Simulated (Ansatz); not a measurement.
hcp Cd, treated with PBEsol in Ansatz (plane waves, PAW).

Settings: plane-wave cutoff 520 eV, 24×24×10 k mesh (along the axes of the cell as run), Fermi–Dirac smearing 0.05 eV, scalar-relativistic PAW data made under PBE.

Response to compression and expansion:

Shape and atoms are relaxed at each volume.

```csv
V (Å³/atom),P (GPa),c (Å),a (Å)
20.179,2.51,5.436,2.928
20.600,1.16,5.506,2.939
21.020,0.00,5.578,2.950
21.440,-1.01,5.650,2.960
21.861,-1.89,5.723,2.970
```

Note: the bulk modulus comes from volumes at which shape and atoms were relaxed.

Ansatz is a program for electronic structure.
